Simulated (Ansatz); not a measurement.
We consider hcp Ru, described by r²SCAN+rVV10 (Ansatz, a program for electronic structure, PAW).

Run with plane-wave cutoff 560 eV, 24×24×14 k mesh (along the axes of the cell as run), Fermi–Dirac smearing 0.05 eV, no spin polarisation, scalar-relativistic PAW data made under PBE.

Cell (relaxed at this level):

```xyz
2
Lattice="1.3484 -2.3355 0.0000 1.3484 2.3355 0.0000 0.0000 0.0000 4.2516" Properties=species:S:1:pos:R:3 pbc="T T T"
Ru     1.3484     0.7785     1.0629
Ru     1.3484    -0.7785     3.1887
```

What does this level give for the bulk modulus B0 and pressure derivative B′ of the bulk modulus?


- bulk modulus B0: 347 GPa
- pressure derivative B′ of the bulk modulus: 4.8

The run finds no gap.

Measured, for comparison: bulk modulus 318 GPa (zero-point energy and finite temperature contributions removed, our sources range from 318 to 336; as tabulated in doi:10.1021/acs.jctc.3c00612). Computed (rounded) less measured: bulk modulus +9 % (+3 % to +9 % over the range).

Note: the bulk modulus comes from volumes at which shape and atoms were relaxed.
